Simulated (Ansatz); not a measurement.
`OBCl` + H₂S → `OBS` + HCl at 600 K and 1 bar (ligand exchange at a B–Cl bond).

Computed with Ansatz on PBE0-D4/def2-TZVP structures; ΔE is electronic, products minus reactants. CCSD(T)/CBS adds triple-zeta CCSD(T) − MP2 to the extrapolated MP2 energy (def2 sets, frozen cores). This one scheme is used for every species. Each species was taken in one conformer, which may not be the lowest.

```json
{"species": "`OBCl`", "CCSD(T)/CBS energy (Eh)": "-561.03999", "H − E (kJ/mol)": "107.2", "S (J/(mol·K))": "308.7"}
{"species": "H₂S", "CCSD(T)/CBS energy (Eh)": "-398.97279", "H − E (kJ/mol)": "60.8", "S (J/(mol·K))": "230.9"}
{"species": "`OBS`", "CCSD(T)/CBS energy (Eh)": "-499.62211", "H − E (kJ/mol)": "134.9", "S (J/(mol·K))": "324.9"}
{"species": "HCl", "CCSD(T)/CBS energy (Eh)": "-460.38127", "H − E (kJ/mol)": "35.4", "S (J/(mol·K))": "207.2"}
```

H − E and S are ideal-gas, rigid-rotor, harmonic terms from PBE0-D4/def2-TZVP, for one conformer and one mirror image of each species. 1 Eh = 2625.50 kJ/mol, R = 8.31446 J/(mol·K).

Problem. By hand: ΔE, ΔH, ΔS and ΔG.

Solution. ΔE = (-499.62211) + (-460.38127) − (-561.03999) − (-398.97279) = 0.00940 Eh = 24.7 kJ/mol. Δ(H − E) = 134.9 + 35.4 − 107.2 − 60.8 = 2.3, so ΔH = 27.0 kJ/mol. ΔS = 324.9 + 207.2 − 308.7 − 230.9 = -7.5 J/(mol·K). ΔG = 27.0 − 600 × (-7.5)/1000 = 31.5 kJ/mol.

Problem. By hand: the equilibrium constant, and the temperature at which ΔG would vanish if ΔH and ΔS stayed fixed.

Solution. log₁₀ K = −ΔG/(RT ln 10) = -2.7. ΔH and −TΔS have one sign here, so there is no such temperature.

The number of gas molecules stays the same, so ΔS is small and ΔH decides. A doubt of 5 kJ/mol in ΔE shifts log₁₀ K by 0.4 here. Other conformers and mirror images would add mixing entropy, several J/(mol·K) or more a flexible species. These are equilibria of isolated gas molecules and say nothing of rates. Largest T1 diagnostic: 0.013 (customary marks: 0.02 for closed shells, 0.045 for open ones).

ΔS is within the doubt of such terms, so its sign, and with it that verdict, could turn.
